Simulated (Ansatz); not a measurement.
**Which is lower?**

Two relaxed structures of LiHSO, closed shell (PBE0-D4/def2-TZVP; forces vanish, vibrations not checked).

A:

Li1  (-1.379, 0.585, -0.390)
O2  (-0.511, -0.083, 0.923)
S3  (0.788, 0.320, 0.071)
H4  (1.102, -0.822, -0.604)
(Å)

B:

Li1  (-2.126, 0.293, -0.109)
O2  (-1.084, -0.173, 1.312)
S3  (0.006, 0.369, 0.002)
H4  (-0.834, 0.337, 2.085)
(Å)

Ansatz 0.2.0; basis: def2-TZVPP; cores frozen in the correlated methods. The outer core shell of Li, Na, Mg and K is correlated. B3LYP uses VWN-RPA correlation.

Question: Which structure is lower at CCSD(T), and by how much? (Judge from chemistry; the value comes from the calculation.)

Answer: The calculation gives: B, by 2.72 kcal/mol (electronic energy, against the other). By their contacts, A is LiHSO ([Li]1[O][SH]1) and B is LiHSO ([Li]1[OH][S]1).

Question: Do the other methods give the same order? (Judge from chemistry; the calculation decides.)

Answer: The calculation gives: Not all: PBE-D4, r2SCAN-D4 give the other order.

```csv
method,E(B) − E(A) (kcal/mol)
PBE-D4,0.99
r2SCAN-D4,0.81
PBE0-D4,-0.22
B3LYP-D4,-0.76
wB97M-V,-2.12
HF,-4.39
MP2,-1.17
CCSD,-3.16
CCSD(T),-2.72
```

T1 diagnostic: at most 0.015.

Labels in which every atom is bracketed show which atoms are joined, not bond orders.

For scale, one of the runs: CCSD(T)/def2-TZVPP, 106 basis functions, launched by `ansatz run in.yaml --threads 2 --pin off --events-out ev --progress --plain --max-ram 4352MiB`. Hardware: 2 CPU threads of an Arm Neoverse V2, shared host. Wall time about 2.5 s.
